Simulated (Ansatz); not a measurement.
`C=C1CO1` → 3 C• + 4 H• + O•  (atomization)

Isolated molecules relaxed with PBE0-D4/def2-TZVP in Ansatz; ΔE leaves out vibrations. CBS: MP2 limit from def2 TZ/QZ plus the TZ coupled-cluster correction, frozen cores. This one scheme is used for every species, atoms too. No spin–orbit coupling; open shells (•) take unrestricted orbitals. Spin–orbit coupling would lower the free atoms: a little for C, O.

| species | MP2/def2-SVP energy (Eh) |
| --- | --- |
| `C=C1CO1` | -191.13816 |
| C• | -37.69532 |
| H• | -0.49928 |
| O• | -74.82140 |

Work out ΔE.

ΔE = 4 × (-0.49928) + 3 × (-37.69532) + (-74.82140) − (-191.13816) = 1.23368 Eh = +3239.0 kJ/mol. CCSD(T)/CBS gives +3323.7 kJ/mol.

Largest T1 diagnostic among the species: 0.013.

The D4 term adds +17.4 kJ/mol with B3LYP and +9.0 kJ/mol with PBE0; it sums over pairs of atoms, weighted by their polarisabilities, and B3LYP, whose exchange is more repulsive, gets the larger term. From BLYP to BHLYP (50 % exact exchange), in def2-TZVPP and without D4, ΔE moves by −148.2 kJ/mol: exact exchange takes away binding that semilocal exchange gives to molecules.

B3LYP here is the variant with VWN-RPA as its local correlation; programs differ in this.

For atomizations the MP2-based limit and the directly extrapolated one differ by several kJ/mol either way, and by 10 to 25 for some Ge, Se and Sn compounds, so smaller differences from it don't rank the levels.
